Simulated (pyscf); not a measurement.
Single points on ωB97X-D3(BJ)/def2-SVP structures (PySCF, gas phase). Correlated levels are frozen-core, on RHF or UHF. ΔMP2 is the change of the MP2 total energy from the triple- to the quadruple-zeta basis.

SMILES: C(OB)=C
```xyz
9

B     -2.5847    -0.3733    -1.6982
O     -1.5936    -0.4487    -0.7783
C     -0.3213    -0.8593    -1.0909
C      0.6351    -0.9171    -0.1697
H     -2.3617    -0.6780    -2.8514
H     -3.6623     0.0032    -1.3072
H     -0.1694    -1.1284    -2.1440
H      1.6379    -1.2474    -0.4466
H      0.4325    -0.6372     0.8674
```

### Question
How much does it cost (ΔH, 298 K, CCSD(T)/def2-TZVPP + ΔMP2(QZVPP)) to split `[BH2][O][CH]=[CH2]` at its C–O bond into H₂B–O• + •HC=CH₂?

### Answer
C–O to H₂B–O• + •HC=CH₂: 92.9 kcal/mol. The radicals are drawn with the spin at the cut bond; how far it spreads was not checked. H₂B–O–CH=CH₂ lies 42.7 kcal/mol over its isomer H₃C–CH₂–B=O (electronic energy, ωB97M-D3(BJ)/def2-TZVP). Other isomers of H₂B–O•, •HC=CH₂ were not searched in full and may lie lower. The CCSD(T) − MP2 part came from Ansatz, without density fitting, on the same reference. A UHF reference is spin-contaminated (<S²> up to 0.96), which harms MP2 most.
